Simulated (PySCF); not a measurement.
**LiSi: one state, many levels of theory**

State: ⁴Σ⁻ (quartet), unpaired electrons σ ↑, π ↑↑. Set-up: Li def2-TZVPP, Si def2-TZVPP; no relativity (PySCF 2.14). De refers to Li + Si in their high-spin ground configurations, without counterpoise correction. The functionals are run spin-unrestricted. A positive dipole means Li(−)Si(+).

| Level | Re (Å) | ωe (cm⁻¹) | De (eV) | μ (D) |
| --- | --- | --- | --- | --- |
| UHF | 2.392 | 450 | 1.24 | -6.62 |
| UHF-MP2 | 2.380 | 455 | 1.76 | n/a |
| UHF-SCS-MP2 | 2.381 | 454 | 1.59 | n/a |
| UHF-CCSD | 2.377 | 455 | 1.71 | n/a |
| UHF-CCSD(T) | 2.378 | 455 | 1.76 | n/a |
| PBE | 2.373 | 442 | 1.81 | -5.64 |
| r²SCAN | 2.380 | 449 | 1.94 | -6.10 |
| M06-L | 2.375 | 454 | 2.07 | -6.52 |
| r²SCANh | 2.377 | 452 | 1.92 | -6.16 |
| PBE0 | 2.363 | 454 | 1.79 | -5.99 |
| B97-3 | 2.369 | 452 | 1.72 | -6.19 |
| MN15 | 2.377 | 439 | 2.03 | -6.06 |
| LC-ωPBE | 2.347 | 469 | 1.77 | -6.38 |

(1) Which functional lies closest to UHF-CCSD(T) in De, which farthest, and by how much do they differ from it?

(2) What does a quarter of exact exchange do here, going from PBE to PBE0?

(3) What does the triples do here, going from UHF-CCSD to UHF-CCSD(T)?

Correlated steps freeze 5 core orbitals. The state is the lowest determinant that a PBE0 search found; another state may lie lower at other levels.

The whole job (state search and all levels along the bond) took about 2.7 min on 1 thread of Arm Neoverse V2 (shared host), peak memory 1.1 GiB.

Results:

(1) Closest is LC-ωPBE (-3.1 pm in Re, +3.1 % in ωe, +0.01 eV in De against UHF-CCSD(T) in the same basis), farthest M06-L (-0.3 pm in Re, -0.2 % in ωe, +0.31 eV in De). CCSD(T) converges more slowly with the basis than the functionals do and binds too weakly in this one, so the order can change at the basis-set limit.

(2) PBE0 less PBE: -1.0 pm in Re, +2.7 % in ωe, -0.02 eV in De. Exact exchange removes part of the self-interaction that spreads semilocal densities, and in most molecules shortens and stiffens the bond and lowers De; so it does here.

(3) UHF-CCSD(T) less UHF-CCSD: +0.1 pm in Re, +0.0 % in ωe, +0.05 eV in De. Correlation nearly always deepens the well. The bond length hardly moves.
